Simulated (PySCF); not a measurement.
Problem. Write a Z-matrix for `[O+]=C1CCOC1` [radical] as optimised with GFN2-xTB. (Charge +1 and doublet state.)

Solution. 
Z-matrix in Å and degrees, rows numbered from 1:
```
O 
C   1  1.1750
C   2  1.5139  1  130.83
C   3  1.5224  2  104.34  1   163.85
O   4  1.3947  3  108.25  2     6.00
C   5  1.3616  4  112.33  3    10.43
H   3  1.0968  2  105.19  1   -75.94
H   3  1.0921  2  112.80  1    40.12
H   4  1.1015  3  114.37  2  -112.58
H   4  1.1058  3  112.43  2   127.96
H   6  1.0967  2  116.83  1   -33.51
H   6  1.1089  2  101.38  1    83.86
```

The 3 C–O bonds span 1.175 Å (O1=C2, drawn double) to 1.395 Å (C4–O5, drawn single), a spread of 0.220 Å. C2 (carbon bonded to 2 C and O) is planar (angles 130.8°, 126.1° and 103.0°, sum 360.0°, 0.01 Å off the plane of its three neighbours). The 3 C–C bonds span 1.514 Å (C2–C3, drawn single) to 1.563 Å (C2–C6, drawn single), a spread of 0.049 Å. The 5-membered ring C2–C3–C4–O5–C6 has internal angles of 103.0° to 112.3°; it is puckered, 0.10 Å rms from its mean plane, widest ring torsion 24°.

The geometry is computed with GFN2-xTB (gas phase). This method treats the open shell by occupation alone, without spin polarisation.

Point group: C1 (no symmetry element, even within 0.4 Å). No GFN2-xTB frequencies stand behind this structure, so it isn't proved a minimum. Torsions: O1–C2–C3–C4 164°, C2–C3–C4–O5 6°, C3–C4–O5–C6 10°, C4–O5–C6–C2 -22°.

One conformer stands for the species.
